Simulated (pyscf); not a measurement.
This saddle point was located with ωB97X-D3(BJ)/def2-SVP in PySCF.

```xyz
9

Al     0.5072     1.6445     0.5186
C     -0.1943    -0.2236    -0.6586
H      0.8291    -0.5573    -0.9149
H     -0.5750     0.3506    -1.5243
H     -0.8109    -1.1420    -0.6047
N     -0.6764     0.6579     1.8364
H     -0.6033     0.0496     0.6828
H     -0.2706     0.1613     2.6307
H     -1.5726     1.0474     2.1310
```
Charge 0, spin multiplicity 1.

Surface: singlet, charge 0. Lowest wavenumbers (cm⁻¹): 1570i, 81, 177, 337, 434.

Which two sides does it connect, and which bonds change?

H₃C–Al (SMILES [CH3][Al]) [singlet] + NH₃ (SMILES N) ⇌ H₂N–Al (SMILES [NH2][Al]) [singlet] + CH₄ (SMILES C), a four-centre exchange read from left to right: Al–C, H–N broken and Al–N, C–H formed. At CCSD(T)/def2-TZVPP + ΔMP2(QZVPP) it lies +15.8 kcal/mol from the left side and +44.3 kcal/mol from the right (each side as separated species at their lowest minima found). On the reactant side the descent ends in an adduct with a Al–N contact (not fully relaxed), 13.6 kcal/mol under the separated species and 27.3 kcal/mol under the saddle at ωB97X-D3(BJ)/def2-TZVP. What is counted as formed (Al–N) is already present as a longer contact in the reactant adduct; forming that adduct is a step of its own. At ωB97X-D3(BJ) the barrier from the zero used here is 13.7 kcal/mol. This is the saddle that the search found; another between the same sides may lie lower. The CCSD(T) − MP2 part came from Ansatz, without density fitting, on the same reference.
